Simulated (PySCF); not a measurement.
Species: isopropenylcyclopropane, C₆H₁₀.
Z-matrix (Å and degrees, PBE0-D3(BJ)/def2-SVP geometry), rows numbered from 1:
```
C 
C   1  1.3381
C   2  1.5000  1  122.35
C   2  1.4908  1  123.04  3  -179.25
C   4  1.4960  2  123.23  1    19.85
C   5  1.4992  4   60.50  2   108.02
H   1  1.0926  2  121.61  3  -178.79
H   1  1.0935  2  121.17  3     0.81
H   3  1.1031  2  110.74  1   121.61
H   3  1.0989  2  112.06  1     0.67
H   3  1.1028  2  110.61  1  -120.61
H   4  1.0974  2  113.44  1  -128.23
H   5  1.0928  4  117.90  6   108.79
H   5  1.0926  4  118.22  6  -107.28
H   6  1.0938  4  116.88  5   107.33
H   6  1.0933  4  118.55  5  -108.85
```

The closed-shell ground state was solved at several levels (PySCF, density fitting, gas phase, non-relativistic).

```
           level  basis functions  total energy (Eh)  HOMO (eV)  LUMO (eV)  gap (eV)  dipole (D)
   PBE0/pcSseg-1              152          -234.2883      -6.92       0.46      7.38        0.57
     B3LYP/pcJ-1              262          -234.6278      -6.69       0.24      6.93        0.56
wB97X-D/pcSseg-2              356          -234.6140      -8.74       2.05     10.79        0.60
```

(1) What might CAM-B3LYP/def2-SVPD (200 basis functions) give for the same quantities?

(2) Over all these levels, which gives the widest orbital gap and which the narrowest?

(3) How far do the dipole and the HOMO energy spread over the levels?

Answers

(1) Total energy -234.3061 Eh, HOMO -8.26 eV, LUMO 1.38 eV, gap 9.64 eV, dipole 0.57 D.

(2) wB97X-D/pcSseg-2 (range-separated hybrid) has the widest, 10.79 eV, and B3LYP/pcJ-1 (global hybrid, 20 % exact exchange) the narrowest, 6.93 eV. Functional and basis both differ between the two, so the spread mixes both effects.

(3) The dipole runs from 0.56 to 0.60 D (mean 0.57 D) and the HOMO from -8.74 to -6.69 eV.

One conformer stands for the species.

wB97X-D is run here without its empirical dispersion term; that term would change no orbital, density or response property at a fixed geometry.
